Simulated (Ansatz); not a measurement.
Worked example: correlation energy of B–NH2⁺, doublet

Geometry: that of the B–NH2, singlet, kept fixed.

```yaml
atoms:
  - { symbol: B, position_ang: [0.0000, 0.0000, 0.8600] }
  - { symbol: N, position_ang: [0.0000, 0.0000, -0.5115] }
  - { symbol: H, position_ang: [0.0000, 0.8509, -1.0580] }
  - { symbol: H, position_ang: [0.0000, -0.8509, -1.0580] }
```

Basis 6-31G; Ansatz 0.2.0. Correlated methods freeze the noble-gas cores, which leaves 9 electrons in 20 orbitals. Prefix R: restricted or restricted open-shell reference; prefix U: unrestricted.

Full CI is exact within this basis and frozen core; it isn't the basis-set limit. The frozen core follows each run's orbitals, which can shift R against U totals by a few meV.

Runs differ by some tens of microhartree through their thresholds and, for an open shell, their frozen cores, so steps under 0.1 kcal/mol mean nothing.

| level | total energy (hartree) |
| --- | --- |
| UHF | -79.932769 |
| UMP2 | -80.068096 |
| UCCSD | -80.082950 |
| UCCSD(T) | -80.087147 |
| UCCSDT | -80.087789 |
| UCCSDT(Q) | -80.088193 |
| UCCSDTQ | -80.088113 |
| full CI | -80.088116 |

Q: What is the correlation energy at full CI, and what share of it do UMP2 and UCCSD(T) recover?

A: E(corr) = -80.088116 − (-79.932769) = -0.155347 hartree = -4.227 eV. UMP2: -0.135327 / -0.155347 = 87.11 %. UCCSD(T): -0.154378 / -0.155347 = 99.38 %.

Q: By how many kcal/mol does UCCSD(T) miss full CI (1 hartree = 627.509 kcal/mol), and which steps make up the rest?

A: -80.087147 − (-80.088116) = 0.000969 hartree = 0.61 kcal/mol. Steps: UCCSDT − UCCSD(T) = -0.40, UCCSDT(Q) − UCCSDT = -0.25, UCCSDTQ − UCCSDT(Q) = 0.05, full CI − UCCSDTQ = 0.00 kcal/mol. That is within 1 kcal/mol of the reference in this basis, which itself misses far more of the correlation at the basis-set limit.
